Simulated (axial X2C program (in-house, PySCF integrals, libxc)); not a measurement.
## PN⁻ along the bond: r2SCAN0, 2c

Computed with an axial X2C code built on PySCF integrals. Two-component (2c) means X2C with spin–orbit coupling and atomic mean-field two-electron Coulomb and Gaunt terms. Basis: P dyall-av3z [9s8p3d2f], N dyall-av3z [7s7p3d2f] (cores contracted in-house); Gaussian nuclei, density fitting, unrestricted open shells. Masses: P 30.974 u, N 14.003 u.

State: Ω = 1/2 (⟨Sz⟩ = -0.50, ⟨Lz⟩ = 1.00 at r2SCAN0). Dipoles are positive if N is the positive end and refer to the centre of mass.

```json
{"R (Å)": "1.341", "μ (D)": "0.467", "HOMO (eV)": "1.75", "LUMO (eV)": "3.04"}
{"R (Å)": "1.403", "μ (D)": "-0.016", "HOMO (eV)": "1.71", "LUMO (eV)": "3.13"}
{"R (Å)": "1.450", "μ (D)": "-0.375", "HOMO (eV)": "1.66", "LUMO (eV)": "3.18"}
{"R (Å)": "1.496", "μ (D)": "-0.701", "HOMO (eV)": "1.59", "LUMO (eV)": "3.21"}
{"R (Å)": "1.542", "μ (D)": "-0.967", "HOMO (eV)": "1.49", "LUMO (eV)": "3.21"}
{"R (Å)": "1.596", "μ (D)": "-1.193", "HOMO (eV)": "1.35", "LUMO (eV)": "3.15"}
{"R (Å)": "1.650", "μ (D)": "-1.331", "HOMO (eV)": "1.19", "LUMO (eV)": "3.05"}
{"R (Å)": "1.719", "μ (D)": "-1.364", "HOMO (eV)": "0.99", "LUMO (eV)": "2.88"}
{"R (Å)": "1.804", "μ (D)": "-1.230", "HOMO (eV)": "0.81", "LUMO (eV)": "2.73"}
{"R (Å)": "1.927", "μ (D)": "-0.932", "HOMO (eV)": "0.65", "LUMO (eV)": "2.60"}
```

Q: The minimum lies at 1.534 Å. What is the dipole moment there?

A: At r2SCAN0, 2c, with the sign and origin stated: μ = -0.92 D.

One determinant describes the state; a PBE0 search over occupations chose it and may have missed a lower one. Density functionals use the spin component along the axis (collinear). The highest occupied level is positive at some bond lengths even in Hartree–Fock (under at least one Hamiltonian), so the basis set holds the extra electron there; where that holds at Re the anion is at best weakly bound and its constants depend on the basis. The functionals have no current-density term, which raises determinants with orbital currents, atoms included. The determinant is spin-polarised beyond a pure state at some levels (its spin-free form has ⟨S²⟩ too high), which makes Re and μ there less reliable. The LUMO of an anion is an unbound level whose energy the basis sets.
